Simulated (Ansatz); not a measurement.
Consider the formal exchange of groups at a C–F bond: `FC1=C(F)N1` + `CF` → `FCC1=C(F)N1` + H–F.

Computed with Ansatz on PBE0-D4/def2-TZVP structures; ΔE is electronic, products minus reactants. CCSD(T)/CBS is the MP2 limit (def2-TZVPP, def2-QZVPP) plus CCSD(T) − MP2 in def2-TZVPP, frozen cores. This one scheme is used for every species. DFT in def2-TZVPP. One conformer a species, not always the lowest.

| level | ΔE (kcal/mol) |
| --- | --- |
| r2SCAN | -24.5 |
| MP2/def2-QZVPP | -28.5 |

Task: What does CCSD(T)/CBS give? (Estimate.)

Result: Computed: -26.1 kcal/mol. The listed levels differ from it by 1.6, -2.4 kcal/mol.

Largest T1 diagnostic among the species: 0.013.

In def2-TZVPP, CCSD(T) changes the Hartree–Fock value by −3.3 kcal/mol (the triples alone add −0.6 kcal/mol) and MP2 by −6.1 kcal/mol. The D4 term adds −1.3 kcal/mol with B3LYP and −0.7 kcal/mol with PBE0; it sums over pairs of atoms, weighted by their polarisabilities, and B3LYP, whose exchange is more repulsive, gets the larger term.

B3LYP here is the variant with VWN-RPA as its local correlation; programs differ in this.
